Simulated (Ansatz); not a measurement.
Basis-set extrapolation for `C[O][Mg]` radical (PBE0-D4/def2-TZVP geometry, frozen core, Ansatz 0.2.0). Multiplicity 2, UHF reference. For Mg the program correlates outer-core shells too, which these sets cover unevenly, so the extrapolated numbers aren't a true limit.

|  | def2-TZVPP | def2-QZVPP |
| --- | --- | --- |
| HF | -314.145515 | -314.161185 |
| MP2 correlation | -0.597436 | -0.666008 |
| CCSD(T) correlation | -0.634243 | -0.703854 |

Energies in hartree. Use E(X) = E(∞) + A·exp(−7.88·√X) for Hartree–Fock and E(X) = E(∞) + B·X^(−2.97) for correlation, with X = 3 and 4.

**Question.** What is the CCSD(T) energy at the basis-set limit?

**Answer.** HF limit: -314.161185 + (-0.015670) × 0.13774 = -314.16334. Correlation limit: -0.703854 + (-0.069611) × 0.74074 = -0.75542. Total: -314.91876 hartree, 364.9 kJ/mol below CCSD(T)/def2-TZVPP.
